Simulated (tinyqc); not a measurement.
Starting guesses with DIIS over 6 matrices: SCF starting guesses in the sto-3g basis, for CH2, spin multiplicity 3. Computed by the program tinyqc with PySCF. 

Geometry (angstrom):
```
atom       x        y       z
C     0.0000   0.0000  0.0000
H     0.0000   1.0830  0.5330
H     0.0000  -1.0830  0.5330
```

lowest solution found by these runs and by PySCF with stability checks = -38.414130 hartree

UHF with one setting changed at a time; a run stops when the energy changes by less than 1e-09 hartree and the error matrix is below 1e-5. Starts: the lowest orbitals of the core Hamiltonian, of the Wolfsberg-Helmholz matrix (K = 1.75), projected atomic densities, random orbitals, and the highest orbitals of the core Hamiltonian (a deliberately bad start).

Largest element of the error matrix X^T (FDS - SDF) X:
```
iteration     core  Wolfsberg-Helmholz  atomic densities   random  highest core orbitals
1          3.2e-01             1.7e-01           4.0e-01  3.3e+00                1.3e-01
2          2.8e-02             3.8e-02           5.7e-02  1.4e-01                3.1e-01
3          8.4e-03             1.2e-02           2.4e-02  5.1e-02                3.0e-01
4          3.0e-03             2.0e-03           9.6e-03  2.1e-02                3.0e-01
5          1.1e-03             7.6e-04           4.1e-03  7.9e-03                2.7e-01
6          4.0e-04             3.0e-04           5.0e-04  2.4e-03                8.8e-02
8          8.3e-06             1.6e-05           2.1e-05  1.8e-04                6.6e-03
10               -             6.4e-08           3.6e-07  1.4e-05                4.2e-04
14               -                   -                 -        -                1.1e-07
```

How each run ends:
```
run                    iterations  E (hartree)         state
core                            9    -38.41413  lowest found
Wolfsberg-Helmholz             10    -38.41413  lowest found
atomic densities               10    -38.41413  lowest found
random                         12    -38.41413  lowest found
highest core orbitals          14    -38.08483        higher
```

4 of 5 runs reach the lowest solution found, in 9 to 12 iterations (fastest: core). Ending on a higher stationary point: highest core orbitals; a small error matrix cannot reveal that, and an occupation fixed by the start is kept by symmetry or by the shape of the basin. The first errors are 3e-01, 2e-01, 4e-01, 3e+00, 1e-01; the deliberately bad start has the smallest one, so a small first error does not mark a good start.
